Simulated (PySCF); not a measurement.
Isomers of [C5H9O]- (charge -1), one GFN2-xTB conformer each. Single-point energies are computed at PBE0/pcSseg-1 (PySCF, gas phase, no added dispersion term), electronic only.

**Question.** Rank them by PBE0/pcSseg-1 energy, lowest first (kJ/mol).
A. `[CH2:1]=[C:2]([O-:3])[CH:4]([CH3:5])[CH3:6]` (charge -1) with C1–C2–C4–C5 120°
B. `[CH2:1]=[CH:2][CH2:3][C@H:4]([CH3:5])[O-:6]` (charge -1) with C1–C2–C3–C4 106°, C2–C3–C4–C5 -61°
C. `[O-:1][CH2:2][CH:3]1[CH2:4][CH2:5][CH2:6]1` (charge -1) with O1–C2–C3–C4 -50°, C2–C3–C4–C5 131°, C3–C4–C5–C6 -14°, C4–C5–C6–C3 14°, C2–C3–C6–C5 -131°

**Answer.** A (0.0), B (122.9), C (134.0).

As drawn, the highest has a four-membered ring, which the lowest lacks. Neighbours under 21 kJ/mol apart (C=CC[C@H](C)[O-] and [O-]CC1CCC1) can change places with a better method, another conformer or zero-point energy. GFN2-xTB itself gives, in the same order: 0.0, 84.7, 61.1. Both levels put the same isomer lowest; measured from each level's own lowest isomer, the values differ by up to 72.9 kJ/mol ([O-]CC1CCC1: 61.1 against 134.0).
